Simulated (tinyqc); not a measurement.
RKS/LDA (VWN5) in the sto-3g basis, for H2O, spin multiplicity 1, step by step (part 1 of 2). Computed by tinyqc, a small Python program that keeps every step (integrals from PySCF). Settings: charge = 0, multiplicity = 1, basis = sto-3g, energy threshold = 1e-10, iteration cap = 72, orthogonalisation = canonical, start = highest core orbitals, DIIS depth = 0, method = RKS, functional = lda,vwn, grid = [30, 26]. Command: `OMP_NUM_THREADS=1 python tinyqc.py 24249 24250 out.jsonl` (the two numbers bound the seeds that draw the settings). One thread of a shared host (Intel(R) Xeon(R) Processor @ 2.60GHz), about 0.5 s of CPU time with the checks. Later iterations appear only in the table of the cycle.

## One-electron integrals

Geometry (angstrom):
```
atom        x         y        z
O     0.00000   0.00000  0.00000
H     0.00000   0.92200  0.64300
H     0.00000  -0.92200  0.64300
```

Basis sto-3g: exponents (1/bohr^2) and contraction coefficients of normalised primitives:
```
element  l (shell)   exponent  coefficient
O            s (1)  130.70932      0.15433
O            s (1)   23.80886      0.53533
O            s (1)    6.44361      0.44463
O            s (2)    5.03315     -0.09997
O            s (2)    1.16960      0.39951
O            s (2)    0.38039      0.70012
O            p (3)    5.03315      0.15592
O            p (3)    1.16960      0.60768
O            p (3)    0.38039      0.39196
H            s (1)    3.42525      0.15433
H            s (1)    0.62391      0.53533
H            s (1)    0.16886      0.44463
```

Overlap, kinetic and nuclear-attraction integrals over the contracted functions; the nuclear repulsion is the sum of Za Zb / Rab.

nuclear repulsion = 7.8192761 hartree

overlap S:
```
          1O 1s    1O 2s   1O 2px    1O 2py   1O 2pz    2H 1s     3H 1s
1O 1s   1.00000  0.23670  0.00000   0.00000  0.00000  0.03627   0.03627
1O 2s   0.23670  1.00000  0.00000   0.00000  0.00000  0.37227   0.37227
1O 2px  0.00000  0.00000  1.00000   0.00000  0.00000  0.00000   0.00000
1O 2py  0.00000  0.00000  0.00000   1.00000  0.00000  0.27184  -0.27184
1O 2pz  0.00000  0.00000  0.00000   0.00000  1.00000  0.18958   0.18958
2H 1s   0.03627  0.37227  0.00000   0.27184  0.18958  1.00000   0.15318
3H 1s   0.03627  0.37227  0.00000  -0.27184  0.18958  0.15318   1.00000
```

kinetic energy T (hartree):
```
           1O 1s     1O 2s   1O 2px    1O 2py   1O 2pz     2H 1s     3H 1s
1O 1s   29.00320  -0.16801  0.00000   0.00000  0.00000  -0.00873  -0.00873
1O 2s   -0.16801   0.80813  0.00000   0.00000  0.00000   0.06265   0.06265
1O 2px   0.00000   0.00000  2.52873   0.00000  0.00000   0.00000   0.00000
1O 2py   0.00000   0.00000  0.00000   2.52873  0.00000   0.14165  -0.14165
1O 2pz   0.00000   0.00000  0.00000   0.00000  2.52873   0.09879   0.09879
2H 1s   -0.00873   0.06265  0.00000   0.14165  0.09879   0.76003  -0.00735
3H 1s   -0.00873   0.06265  0.00000  -0.14165  0.09879  -0.00735   0.76003
```

nuclear attraction V (hartree):
```
            1O 1s     1O 2s    1O 2px    1O 2py    1O 2pz     2H 1s     3H 1s
1O 1s   -61.55999  -7.40595   0.00000   0.00000  -0.01288  -1.16172  -1.16172
1O 2s    -7.40595  -9.98932   0.00000   0.00000  -0.15805  -2.84104  -2.84104
1O 2px    0.00000   0.00000  -9.85934   0.00000   0.00000   0.00000   0.00000
1O 2py    0.00000   0.00000   0.00000  -9.97393   0.00000  -1.82525   1.82525
1O 2pz   -0.01288  -0.15805   0.00000   0.00000  -9.91507  -1.31212  -1.31212
2H 1s    -1.16172  -2.84104   0.00000  -1.82525  -1.31212  -5.20851  -0.89784
3H 1s    -1.16172  -2.84104   0.00000   1.82525  -1.31212  -0.89784  -5.20851
```

core Hamiltonian H = T + V (hartree):
```
            1O 1s     1O 2s    1O 2px    1O 2py    1O 2pz     2H 1s     3H 1s
1O 1s   -32.55679  -7.57396   0.00000   0.00000  -0.01288  -1.17044  -1.17044
1O 2s    -7.57396  -9.18120   0.00000   0.00000  -0.15805  -2.77839  -2.77839
1O 2px    0.00000   0.00000  -7.33061   0.00000   0.00000   0.00000   0.00000
1O 2py    0.00000   0.00000   0.00000  -7.44520   0.00000  -1.68360   1.68360
1O 2pz   -0.01288  -0.15805   0.00000   0.00000  -7.38634  -1.21333  -1.21333
2H 1s    -1.17044  -2.77839   0.00000  -1.68360  -1.21333  -4.44847  -0.90518
3H 1s    -1.17044  -2.77839   0.00000   1.68360  -1.21333  -0.90518  -4.44847
```

## Two-electron integrals

Functions are numbered as in S; the eight-fold symmetry (ij|kl) = (ji|kl) = (kl|ij) leaves the list below.

Two-electron integrals (ij|kl) in chemists' order, unique and non-zero (hartree):
```
(11|11) 4.78507    (21|11) 0.74138    (21|21) 0.13687    (22|11) 1.11895
(22|21) 0.25663    (22|22) 0.81721    (31|31) 0.02448    (32|31) 0.03781
(32|32) 0.18052    (33|11) 1.11581    (33|21) 0.25668    (33|22) 0.81702
(33|33) 0.88016    (41|41) 0.02448    (42|41) 0.03781    (42|42) 0.18052
(43|43) 0.04744    (44|11) 1.11581    (44|21) 0.25668    (44|22) 0.81702
(44|33) 0.78527    (44|44) 0.88016    (51|51) 0.02448    (52|51) 0.03781
(52|52) 0.18052    (53|53) 0.04744    (54|54) 0.04744    (55|11) 1.11581
(55|21) 0.25668    (55|22) 0.81702    (55|33) 0.78527    (55|44) 0.78527
(55|55) 0.88016    (61|11) 0.11496    (61|21) 0.02106    (61|22) 0.03930
(61|33) 0.03922    (61|41) 0.00079    (61|42) 0.00149    (61|44) 0.03938
(61|51) 0.00055    (61|52) 0.00104    (61|54) 0.00011    (61|55) 0.03930
(61|61) 0.00328    (62|11) 0.29986    (62|21) 0.06973    (62|22) 0.24830
(62|33) 0.24393    (62|41) 0.00430    (62|42) 0.03384    (62|44) 0.25259
(62|51) 0.00300    (62|52) 0.02360    (62|54) 0.00604    (62|55) 0.24814
(62|61) 0.01096    (62|62) 0.09604    (63|31) 0.00705    (63|32) 0.04192
(63|43) 0.00690    (63|53) 0.00481    (63|63) 0.01318    (64|11) 0.18418
(64|21) 0.04335    (64|22) 0.16483    (64|33) 0.15748    (64|41) 0.00938
(64|42) 0.06301    (64|44) 0.17670    (64|51) 0.00162    (64|52) 0.01471
(64|54) 0.00860    (64|55) 0.16012    (64|61) 0.00709    (64|62) 0.07749
(64|64) 0.07499    (65|11) 0.12845    (65|21) 0.03024    (65|22) 0.11495
(65|33) 0.10982    (65|41) 0.00162    (65|42) 0.01471    (65|44) 0.11361
(65|51) 0.00818    (65|52) 0.05217    (65|54) 0.00954    (65|55) 0.12129
(65|61) 0.00495    (65|62) 0.05404    (65|64) 0.04310    (65|65) 0.04324
(66|11) 0.46156    (66|21) 0.10905    (66|22) 0.44703    (66|33) 0.42958
(66|41) 0.00817    (66|42) 0.09030    (66|44) 0.46442    (66|51) 0.00570
(66|52) 0.06298    (66|54) 0.02429    (66|55) 0.44653    (66|61) 0.01726
(66|62) 0.22471    (66|64) 0.20690    (66|65) 0.14429    (66|66) 0.77461
(71|11) 0.11496    (71|21) 0.02106    (71|22) 0.03930    (71|33) 0.03922
(71|41) -0.00079   (71|42) -0.00149   (71|44) 0.03938    (71|51) 0.00055
(71|52) 0.00104    (71|54) -0.00011   (71|55) 0.03930    (71|61) 0.00323
(71|62) 0.01058    (71|64) 0.00631    (71|65) 0.00478    (71|66) 0.01652
(71|71) 0.00328    (72|11) 0.29986    (72|21) 0.06973    (72|22) 0.24830
(72|33) 0.24393    (72|41) -0.00430   (72|42) -0.03384   (72|44) 0.25259
(72|51) 0.00300    (72|52) 0.02360    (72|54) -0.00604   (72|55) 0.24814
(72|61) 0.01058    (72|62) 0.07519    (72|64) 0.04236    (72|65) 0.04103
(72|66) 0.14061    (72|71) 0.01096    (72|72) 0.09604    (73|31) 0.00705
(73|32) 0.04192    (73|43) -0.00690   (73|53) 0.00481    (73|63) 0.00990
(73|73) 0.01318    (74|11) -0.18418   (74|21) -0.04335   (74|22) -0.16483
(74|33) -0.15748   (74|41) 0.00938    (74|42) 0.06301    (74|44) -0.17670
(74|51) -0.00162   (74|52) -0.01471   (74|54) 0.00860    (74|55) -0.16012
(74|61) -0.00631   (74|62) -0.04236   (74|64) -0.01451   (74|65) -0.02268
(74|66) -0.07271   (74|71) -0.00709   (74|72) -0.07749   (74|74) 0.07499
(75|11) 0.12845    (75|21) 0.03024    (75|22) 0.11495    (75|33) 0.10982
(75|41) -0.00162   (75|42) -0.01471   (75|44) 0.11361    (75|51) 0.00818
(75|52) 0.05217    (75|54) -0.00954   (75|55) 0.12129    (75|61) 0.00478
(75|62) 0.04103    (75|64) 0.02268    (75|65) 0.03196    (75|66) 0.08343
(75|71) 0.00495    (75|72) 0.05404    (75|74) -0.04310   (75|75) 0.04324
(76|11) 0.08983    (76|21) 0.02108    (76|22) 0.08140    (76|33) 0.07958
(76|44) 0.08135    (76|51) 0.00143    (76|52) 0.01336    (76|55) 0.08320
(76|61) 0.00327    (76|62) 0.03086    (76|64) 0.02172    (76|65) 0.01955
(76|66) 0.07476    (76|71) 0.00327    (76|72) 0.03086    (76|74) -0.02172
(76|75) 0.01955    (76|76) 0.01243    (77|11) 0.46156    (77|21) 0.10905
(77|22) 0.44703    (77|33) 0.42958    (77|41) -0.00817   (77|42) -0.09030
(77|44) 0.46442    (77|51) 0.00570    (77|52) 0.06298    (77|54) -0.02429
(77|55) 0.44653    (77|61) 0.01652    (77|62) 0.14061    (77|64) 0.07271
(77|65) 0.08343    (77|66) 0.28526    (77|71) 0.01726    (77|72) 0.22471
(77|74) -0.20690   (77|75) 0.14429    (77|76) 0.07476    (77|77) 0.77461
```

## Orthogonalisation

S = U s U^T; canonical form X = U s^(-1/2), so that X^T S X = 1. Each column of U has its largest component positive (the first on a tie).

eigenvalues of S: 0.45000  0.53141  0.89126  1.00000  1.09377  1.31541  1.71816

X:
```
               1         2         3        4         5         6        7
1O 1s   -0.35768   0.00000   0.72754  0.00000  -0.61111   0.00000  0.19025
1O 2s    1.02925   0.00000  -0.27569  0.00000  -0.29041   0.00000  0.45983
1O 2px   0.00000   0.00000   0.00000  1.00000   0.00000   0.00000  0.00000
1O 2py   0.00000   0.87009   0.00000  0.00000   0.00000   0.67408  0.00000
1O 2pz   0.44577   0.00000   0.66610  0.00000   0.63775   0.00000  0.20224
2H 1s   -0.64662  -0.74991  -0.19104  0.00000   0.15771   0.39105  0.38306
3H 1s   -0.64662   0.74991  -0.19104  0.00000   0.15771  -0.39105  0.38306
```

## Starting guess

The start is the highest orbitals of the core Hamiltonian (a deliberately bad start); D = 2 C_occ C_occ^T.

D at the start:
```
           1O 1s     1O 2s   1O 2px    1O 2py    1O 2pz     2H 1s     3H 1s
1O 1s    0.01670  -0.09322  0.00000   0.00000   0.13114   0.06733   0.06733
1O 2s   -0.09322   0.60894  0.00000   0.00000  -0.45794  -0.66448  -0.66448
1O 2px   0.00000   0.00000  2.00000   0.00000   0.00000   0.00000   0.00000
1O 2py   0.00000   0.00000  0.00000   2.42286   0.00000  -0.77777   0.77777
1O 2pz   0.13114  -0.45794  0.00000   0.00000   1.87884  -0.36499  -0.36499
2H 1s    0.06733  -0.66448  0.00000  -0.77777  -0.36499   2.64291  -0.21822
3H 1s    0.06733  -0.66448  0.00000   0.77777  -0.36499  -0.21822   2.64291
```

## Iteration 1: exchange-correlation on the grid

Becke grid with 30 radial and 26 angular points per atom, points of zero weight dropped. rho = sum D_ij phi_i phi_j; V_xc,ij = sum w v_xc phi_i phi_j; v_xc is d(rho eps)/d rho.

The 8 grid points with the largest w rho, of 2328 (bohr, atomic units):
```
x                y         z        w      rho    eps_xc      v_xc
0.00000    0.00000  -0.99660  0.11898  0.54087  -0.66828  -0.87699
0.00000    0.00000  -1.21148  0.20204  0.31223  -0.56317  -0.73810
0.00000    0.00000  -0.81018  0.06798  0.80062  -0.75554  -0.99241
0.00000   -0.70470  -0.70470  0.09510  0.54529  -0.66998  -0.87924
0.00000    0.70470  -0.70470  0.09510  0.54529  -0.66998  -0.87924
0.99660    0.00000   0.00000  0.11896  0.43362  -0.62376  -0.81814
-0.99660   0.00000   0.00000  0.11896  0.43362  -0.62376  -0.81814
-1.21148   0.00000   0.00000  0.20191  0.25057  -0.52601  -0.68903
```

electrons on the grid, sum of w rho = 10.00125

E_xc = sum of w rho eps_xc = -5.2366999 hartree

V_xc (hartree):
```
           1O 1s     1O 2s    1O 2px    1O 2py    1O 2pz     2H 1s     3H 1s
1O 1s   -0.91000  -0.23469   0.00000   0.00000   0.00421  -0.03561  -0.03561
1O 2s   -0.23469  -0.75891   0.00000   0.00000   0.03489  -0.23153  -0.23153
1O 2px   0.00000   0.00000  -0.75429   0.00000   0.00000   0.00000   0.00000
1O 2py   0.00000   0.00000   0.00000  -0.77465   0.00000  -0.16446   0.16446
1O 2pz   0.00421   0.03489   0.00000   0.00000  -0.74917  -0.10681  -0.10681
2H 1s   -0.03561  -0.23153   0.00000  -0.16446  -0.10681  -0.55104  -0.07568
3H 1s   -0.03561  -0.23153   0.00000   0.16446  -0.10681  -0.07568  -0.55104
```

## Iteration 1: building the Kohn-Sham matrix

J_ij = sum D_kl (ij|kl); F = H + J + V_xc; E = tr D H + tr D J / 2 + E_xc + E_nn.

Coulomb J (hartree):
```
           1O 1s     1O 2s   1O 2px    1O 2py    1O 2pz    2H 1s     3H 1s
1O 1s    8.52855   1.96922  0.00000   0.00000  -0.02352  0.30094   0.30094
1O 2s    1.96922   6.61448  0.00000   0.00000  -0.01273  2.15999   2.15999
1O 2px   0.00000   0.00000  6.55454   0.00000   0.00000  0.00000   0.00000
1O 2py   0.00000   0.00000  0.00000   6.68971   0.00000  1.51104  -1.51104
1O 2pz  -0.02352  -0.01273  0.00000   0.00000   6.59489  1.05471   1.05471
2H 1s    0.30094   2.15999  0.00000   1.51104   1.05471  4.71311   0.76032
3H 1s    0.30094   2.15999  0.00000  -1.51104   1.05471  0.76032   4.71311
```

Kohn-Sham matrix F (hartree):
```
            1O 1s     1O 2s    1O 2px    1O 2py    1O 2pz     2H 1s     3H 1s
1O 1s   -24.93825  -5.83943   0.00000   0.00000  -0.03218  -0.90512  -0.90512
1O 2s    -5.83943  -3.32562   0.00000   0.00000  -0.13589  -0.84992  -0.84992
1O 2px    0.00000   0.00000  -1.53037   0.00000   0.00000   0.00000   0.00000
1O 2py    0.00000   0.00000   0.00000  -1.53014   0.00000  -0.33702   0.33702
1O 2pz   -0.03218  -0.13589   0.00000   0.00000  -1.54062  -0.26543  -0.26543
2H 1s    -0.90512  -0.84992   0.00000  -0.33702  -0.26543  -0.28640  -0.22055
3H 1s    -0.90512  -0.84992   0.00000   0.33702  -0.26543  -0.22055  -0.28640
```

total energy of this density = -28.5178007 hartree

## Iteration 1: diagonalisation and new density

Diagonalise F' = X^T F X, C = X C', fill 5 alpha and 5 beta electrons from the bottom; D = 2 C_occ C_occ^T. Each column has its largest component positive (the first on a tie).

F' = X^T F X (hartree):
```
          1         2          3         4          5         6         7
1  -1.52719   0.00000    2.85575   0.00000   -2.80743   0.00000   0.28044
2   0.00000  -0.35286    0.00000   0.00000    0.00000  -0.74743   0.00000
3   2.85575   0.00000  -11.35317   0.00000   10.06548   0.00000  -5.07860
4   0.00000   0.00000    0.00000  -1.53037    0.00000   0.00000   0.00000
5  -2.80743   0.00000   10.06548   0.00000  -11.84520   0.00000   5.30406
6   0.00000  -0.74743    0.00000   0.00000    0.00000  -1.07075   0.00000
7   0.28044   0.00000   -5.07860   0.00000    5.30406   0.00000  -3.81207
```

orbital energies (hartree): MO1 -24.93851, MO2 -2.13484, MO3 -1.54096, MO4 -1.53037, MO5 -1.51240, MO6 0.04813, MO7 0.11734

coefficients C:
```
             MO1       MO2       MO3      MO4       MO5       MO6       MO7
1O 1s    1.00080  -0.24244   0.00000  0.00000   0.05402   0.06015   0.00000
1O 2s   -0.00370   1.06335   0.00000  0.00000  -0.22662  -0.49907   0.00000
1O 2px   0.00000   0.00000   0.00000  1.00000   0.00000   0.00000   0.00000
1O 2py   0.00000   0.00000   1.03387  0.00000   0.00000   0.00000  -0.37753
1O 2pz   0.00099   0.27322   0.00000  0.00000   0.98107  -0.22995   0.00000
2H 1s    0.00097  -0.09209  -0.06832  0.00000  -0.03231   0.78530   0.84298
3H 1s    0.00097  -0.09209   0.06832  0.00000  -0.03231   0.78530  -0.84298
```

D after iteration 1:
```
           1O 1s     1O 2s   1O 2px    1O 2py    1O 2pz     2H 1s     3H 1s
1O 1s    2.12658  -0.54747  0.00000   0.00000  -0.02450   0.04310   0.04310
1O 2s   -0.54747   2.36417  0.00000   0.00000   0.13638  -0.18121  -0.18121
1O 2px   0.00000   0.00000  2.00000   0.00000   0.00000   0.00000   0.00000
1O 2py   0.00000   0.00000  0.00000   2.13779   0.00000  -0.14126   0.14126
1O 2pz  -0.02450   0.13638  0.00000   0.00000   2.07430  -0.11371  -0.11371
2H 1s    0.04310  -0.18121  0.00000  -0.14126  -0.11371   0.02838   0.00972
3H 1s    0.04310  -0.18121  0.00000   0.14126  -0.11371   0.00972   0.02838
```

## Iteration 2: exchange-correlation on the grid

As before.

The 8 grid points with the largest w rho, of 2328 (bohr, atomic units):
```
x               y         z        w      rho    eps_xc      v_xc
0.00000   0.00000   0.99660  0.11696  0.58978  -0.68660  -0.90121
0.99660   0.00000   0.00000  0.11896  0.56867  -0.67883  -0.89093
-0.99660  0.00000   0.00000  0.11896  0.56867  -0.67883  -0.89093
0.00000   0.00000  -0.99660  0.11898  0.55953  -0.67540  -0.88640
1.21148   0.00000   0.00000  0.20191  0.32521  -0.57035  -0.74757
-1.21148  0.00000   0.00000  0.20191  0.32521  -0.57035  -0.74757
0.00000   0.00000  -1.21148  0.20204  0.32110  -0.56809  -0.74459
0.00000   0.99660   0.00000  0.11030  0.57590  -0.68151  -0.89448
```

electrons on the grid, sum of w rho = 10.00920

E_xc = sum of w rho eps_xc = -9.6598710 hartree

V_xc (hartree):
```
           1O 1s     1O 2s    1O 2px    1O 2py    1O 2pz     2H 1s     3H 1s
1O 1s   -2.94058  -0.43059   0.00000   0.00000  -0.00064  -0.06712  -0.06712
1O 2s   -0.43059  -0.84226   0.00000   0.00000  -0.00250  -0.22080  -0.22080
1O 2px   0.00000   0.00000  -0.83912   0.00000   0.00000   0.00000   0.00000
1O 2py   0.00000   0.00000   0.00000  -0.83448   0.00000  -0.13165   0.13165
1O 2pz  -0.00064  -0.00250   0.00000   0.00000  -0.83914  -0.09237  -0.09237
2H 1s   -0.06712  -0.22080   0.00000  -0.13165  -0.09237  -0.23198  -0.05888
3H 1s   -0.06712  -0.22080   0.00000   0.13165  -0.09237  -0.05888  -0.23198
```

## Iteration 2: building the Kohn-Sham matrix

As before.

Coulomb J (hartree):
```
           1O 1s    1O 2s   1O 2px    1O 2py   1O 2pz    2H 1s     3H 1s
1O 1s   18.60892  3.54945  0.00000   0.00000  0.00275  0.54648   0.54648
1O 2s    3.54945  8.81430  0.00000   0.00000  0.00225  2.59248   2.59248
1O 2px   0.00000  0.00000  8.80829   0.00000  0.00000  0.00000   0.00000
1O 2py   0.00000  0.00000  0.00000   8.80455  0.00000  1.68849  -1.68849
1O 2pz   0.00275  0.00225  0.00000   0.00000  8.80663  1.17729   1.17729
2H 1s    0.54648  2.59248  0.00000   1.68849  1.17729  4.48538   0.83114
3H 1s    0.54648  2.59248  0.00000  -1.68849  1.17729  0.83114   4.48538
```

Kohn-Sham matrix F (hartree):
```
            1O 1s     1O 2s   1O 2px    1O 2py    1O 2pz     2H 1s     3H 1s
1O 1s   -16.88846  -4.45509  0.00000   0.00000  -0.01077  -0.69109  -0.69109
1O 2s    -4.45509  -1.20915  0.00000   0.00000  -0.15830  -0.40670  -0.40670
1O 2px    0.00000   0.00000  0.63856   0.00000   0.00000   0.00000   0.00000
1O 2py    0.00000   0.00000  0.00000   0.52487   0.00000  -0.12675   0.12675
1O 2pz   -0.01077  -0.15830  0.00000   0.00000   0.58115  -0.12841  -0.12841
2H 1s    -0.69109  -0.40670  0.00000  -0.12675  -0.12841  -0.19507  -0.13291
3H 1s    -0.69109  -0.40670  0.00000   0.12675  -0.12841  -0.13291  -0.19507
```

total energy of this density = -73.2701299 hartree

## Iteration 2: diagonalisation and new density

As before.

F' = X^T F X (hartree):
```
          1        2         3        4         5        6         7
1   0.12948  0.00000   1.66725  0.00000  -1.50169  0.00000   0.85696
2   0.00000  0.65826   0.00000  0.00000   0.00000  0.38618   0.00000
3   1.66725  0.00000  -6.59862  0.00000   7.60181  0.00000  -3.59068
4   0.00000  0.00000   0.00000  0.63856   0.00000  0.00000   0.00000
5  -1.50169  0.00000   7.60181  0.00000  -7.41415  0.00000   3.86399
6   0.00000  0.38618   0.00000  0.00000   0.00000  0.08583   0.00000
7   0.85696  0.00000  -3.59068  0.00000   3.86399  0.00000  -2.27703
```

orbital energies (hartree): MO1 -16.90294, MO2 -0.33309, MO3 -0.10864, MO4 0.34522, MO5 0.63856, MO6 0.73049, MO7 0.85273

coefficients C:
```
             MO1       MO2       MO3       MO4      MO5       MO6       MO7
1O 1s    0.99205  -0.14776   0.00000  -0.24289  0.00000  -0.04388   0.00000
1O 2s    0.03393   0.41522   0.00000   1.08618  0.00000   0.27892   0.00000
1O 2px   0.00000   0.00000   0.00000   0.00000  1.00000   0.00000   0.00000
1O 2py   0.00000   0.00000   0.21072   0.00000  0.00000   0.00000   1.08029
1O 2pz   0.00335   0.13614   0.00000  -0.14684  0.00000   1.02466   0.00000
2H 1s   -0.00692   0.46219   0.68655  -0.52608  0.00000  -0.36850  -0.49390
3H 1s   -0.00692   0.46219  -0.68655  -0.52608  0.00000  -0.36850   0.49390
```

D after iteration 2:
```
           1O 1s     1O 2s   1O 2px    1O 2py    1O 2pz     2H 1s     3H 1s
1O 1s    2.12997  -0.58304  0.00000   0.00000   0.03775   0.10524   0.10524
1O 2s   -0.58304   2.70671  0.00000   0.00000  -0.20570  -0.75948  -0.75948
1O 2px   0.00000   0.00000  2.00000   0.00000   0.00000   0.00000   0.00000
1O 2py   0.00000   0.00000  0.00000   0.08881   0.00000   0.28934  -0.28934
1O 2pz   0.03775  -0.20570  0.00000   0.00000   0.08021   0.28029   0.28029
2H 1s    0.10524  -0.75948  0.00000   0.28934   0.28029   1.92355   0.03816
3H 1s    0.10524  -0.75948  0.00000  -0.28934   0.28029   0.03816   1.92355
```
